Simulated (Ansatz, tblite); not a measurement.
Removing and adding an electron: MgMeCl (CH3ClMg). Charge 0, multiplicity 1. Geometry: r2SCAN-D4/def2-TZVP. Ansatz, gas phase; energy differences of separate SCF runs; the oxidised species was run as a doublet alone; the reduced species was run as a doublet alone.

```xyz
6

Mg    0.742    0.194   -0.944
C    -0.508   -0.144    0.670
H     0.033   -0.539    1.535
H    -1.295   -0.863    0.425
H    -1.003    0.777    0.993
Cl    2.031    0.575   -2.679
```

The xTB rows come from tblite. Correlated methods freeze 7 core orbitals; core or outer-core shells of Mg are correlated, in sets that lack core-valence functions. HOMO above LUMO, or a gap near zero within one spin, warns that the state may not be the lowest or that an electron is smeared out.

| level | −HOMO (eV) | vertical IE (eV) | −LUMO (eV) | vertical EA (eV) | HOMO–LUMO gap (eV) | IE − EA (eV) | remarks |
| --- | --- | --- | --- | --- | --- | --- | --- |
| GFN1-xTB | 12.05 | 14.85 | 8.17 | 4.98 | 3.88 | 9.87 | – |
| GFN2-xTB | 10.33 | 13.45 | 7.70 | 4.66 | 2.64 | 8.79 | – |
| HF/def2-TZVPD | – | – | – | -0.66 | – | – | HOMO above zero (-1 doublet) |
| HF/def2-TZVPP | – | 8.73 | – | – | – | – | – |
| PBE-D4/def2-TZVP | 6.43 | 9.65 | 1.75 | – | 4.68 | – | gap within one spin near zero (+1 doublet) |
| PBE-D4/def2-TZVPD | 6.45 | – | 1.79 | 0.00 | 4.66 | – | HOMO above zero (-1 doublet) |
| r2SCAN-D4/def2-TZVP | 6.61 | 9.67 | 1.30 | – | 5.31 | – | gap within one spin near zero (+1 doublet) |
| r2SCAN-D4/def2-TZVPD | 6.61 | – | 1.31 | -0.09 | 5.29 | – | HOMO above zero (-1 doublet) |
| PBE0-D4/def2-TZVP | 7.61 | 9.85 | 1.07 | – | 6.55 | – | – |
| PBE0-D4/def2-TZVPD | 7.62 | – | 1.11 | -0.08 | 6.51 | – | HOMO above zero (-1 doublet) |
| MP2/def2-TZVPD | – | – | – | -0.26 | – | – | HOMO above zero (-1 doublet) |
| MP2/def2-TZVPP | – | 9.98 | – | – | – | – | – |
| CCSD/def2-TZVPD | – | – | – | -0.25 | – | – | HOMO above zero (-1 doublet) |
| CCSD/def2-TZVPP | – | 9.85 | – | – | – | – | – |
| CCSD(T)/def2-TZVPD | – | – | – | -0.19 | – | – | HOMO above zero (-1 doublet) |
| CCSD(T)/def2-TZVPP | – | 9.92 | – | – | – | – | – |

   A HOMO above zero means that the electron is unbound at that level or that self-interaction error raises the level; the energy of removing that electron tells which. Raw xTB energy differences between charge states are shifted by several eV; the methods need an empirical correction for them. A negative affinity means that the extra electron isn't bound; its size then hangs on the basis.
